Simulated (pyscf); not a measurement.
## 1,1-elimination: `[Cl][SiH]([Cl])[Cl]` → `[ClH]` + `[Cl][Si][Cl]` [singlet]

Gas phase, singlet surface, charge 0. Bonds broken: Cl1–Si2, Si2–H5. Bonds formed: Cl1–H5. Optimised with ωB97X-D3(BJ)/def2-SVP in PySCF. MP2 and CC: frozen core, UHF for open shells. ΔMP2 is the change of the MP2 total energy from the triple- to the quadruple-zeta basis.

Transition state (Å):

```xyz
5

Cl    -1.2011     0.9132     0.6759
Si     0.5773    -0.2430    -0.6029
Cl     2.2387     0.8297    -0.0605
Cl     0.1268     0.3077    -2.5261
H     -0.6181    -0.5477     0.4860
```

One imaginary mode, 1218i cm⁻¹; descent along it reached the two sides named, in the forms told below.

| bond | change | reactant side (Å) | saddle | product side |
|---|---|---|---|---|
| Cl1–Si2 | breaks | 2.040 | 2.477 | 3.0 |
| Si2–H5 | breaks | 1.472 | 1.645 | 3.3 |
| Cl1–H5 | forms | 2.9 | 1.584 | 1.286 |

Electronic energies relative to the reactant's lowest minimum found (kcal/mol):

| level | barrier | reaction energy | reverse barrier |
|---|---|---|---|
| ωB97X-D3(BJ)/def2-TZVP | 77.1 | +62.6 | 14.5 |
| PBE/def2-TZVP | 59.9 | +52.9 | 7.1 |
| r²SCAN/def2-TZVP | 67.3 | +60.8 | 6.6 |
| B3LYP-D3(BJ)/def2-TZVP | 67.8 | +55.2 | 12.6 |
| PBE0-D3(BJ)/def2-TZVP | 68.6 | +59.2 | 9.4 |
| M06-2X/def2-TZVP | 73.1 | +57.0 | 16.0 |
| ωB97M-D3(BJ)/def2-TZVP | 72.7 | +55.5 | 17.2 |
| HF/def2-TZVP | 90.9 | +58.2 | 32.7 |
| MP2/def2-QZVPP | 74.6 | +61.9 | 12.7 |
| CCSD/def2-TZVPP | 77.1 | +56.1 | 21.0 |
| CCSD(T)/def2-TZVPP | 73.4 | +56.0 | 17.5 |
| CCSD(T)/def2-TZVPP + ΔMP2(QZVPP) | 73.2 | +57.0 | 16.2 |

With CCSD(T)/def2-TZVPP + ΔMP2(QZVPP) energies and thermal terms (ideal gas, 1 atm, RRHO with modes under 100 cm⁻¹ raised to 100, one conformer, R ln 2 for rigid chiral ones), in kcal/mol:

```csv
T (K),ΔH‡,ΔG‡,ΔH,ΔG
298,70.3,68.9,+55.3,+44.3
600,70.2,67.4,+55.2,+33.2
900,70.0,66.0,+54.5,+22.3
1200,69.7,64.7,+53.7,+11.6
```

On the product side the descent ends in a complex, 4.0 kcal/mol under the separated species and 18.5 kcal/mol under the saddle at ωB97X-D3(BJ)/def2-TZVP. One saddle was located; it need not be the lowest between these sides. The CCSD(T) − MP2 part came from Ansatz, without density fitting, on the same reference.
